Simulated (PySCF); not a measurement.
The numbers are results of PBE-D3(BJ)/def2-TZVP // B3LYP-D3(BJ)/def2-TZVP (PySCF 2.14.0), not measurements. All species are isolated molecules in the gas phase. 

Reference species (SMILES): `F[Si](F)(F)F` (neutral, multiplicity 1).

| Quantity | Value |
|---|---|
| dipole moment | 0.00 D |

Changed species: `F[SiH2]F` (whole molecule; the reference has whole molecule).

**Question.** What does the change do to the dipole moment?

**Answer.** the dipole moment goes up by 1.38 D, to 1.38 D.
